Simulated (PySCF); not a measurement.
Species: C4H10S.
SMILES with atom numbers: `[CH3:1][C:2]([CH3:3])([CH3:4])[SH:5]` (hydrogens: H6, H7, H8 on C1; H9, H10, H11 on C3; H12, H13, H14 on C4; H15 on S5)

All values: wB97X-D/pcSseg-2 (PySCF, non-relativistic), on one gas-phase PBE0-D3(BJ)/def2-TZVP geometry that isn't relaxed in the solvent. The solvent is an IEF-PCM continuum (Bondi radii, 1.10 Å for H, scaled by 1.2). The model holds no explicit solvent molecules, cavitation or dispersion.

Gas phase at wB97X-D/pcSseg-2: HOMO -8.62 eV, LUMO 1.88 eV, dipole 1.76 D.

What does the continuum do to the energy, the frontier levels and the dipole at wB97X-D/pcSseg-2 in chloroform?

```json
{"solvent": "chloroform", "ε": "4.711", "E(solvent) − E(gas) (kcal/mol)": "-2.34", "polarisation term (kcal/mol)": "-2.63", "distortion of the solute (kcal/mol)": "0.29", "HOMO (eV)": "-8.70", "LUMO (eV)": "2.04", "dipole (D)": "2.27"}
```

The first energy column is the sum of the next two and covers electrostatics alone.

Which radius a makes the point-dipole formula ΔE = −[(ε − 1)/(2ε + 1)]·μ²/a³ give the value in chloroform, with the gas-phase dipole?

μ = 0.693 au and |ΔE| = 0.00372 Eh give a = 1.90 Å; the farthest nucleus lies 2.54 Å from the centroid of the nuclei, so such a sphere wouldn't even hold the nuclei. The formula assumes a rigid point dipole at the centre of a sphere.

The values belong to the conformer `[CH3:1][C:2]([CH3:3])([CH3:4])[SH:5]`: H–S5–C2–C1 -59°.

The pairwise dispersion term of wB97X-D wasn't added to the energies; at a given geometry it leaves orbitals and properties as they are.
